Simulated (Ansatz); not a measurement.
Species: C4H8, SMILES `C(C=C)C` (C–C–C–C torsion 120°) with one electron removed (charge 1, multiplicity 2), formula C$_{4}$H$_{8}$.

Question: How many basis functions does frozen-core CCSD(T)/cc-pVTZ // B3LYP-D3(BJ)/def2-TZVP (Ansatz, an electronic-structure program) use, how many core orbitals are frozen, and how many electrons are correlated?

Answer: 232 basis functions and 4 frozen orbitals, which leaves 23 correlated electrons. Core time is of the order of hours.
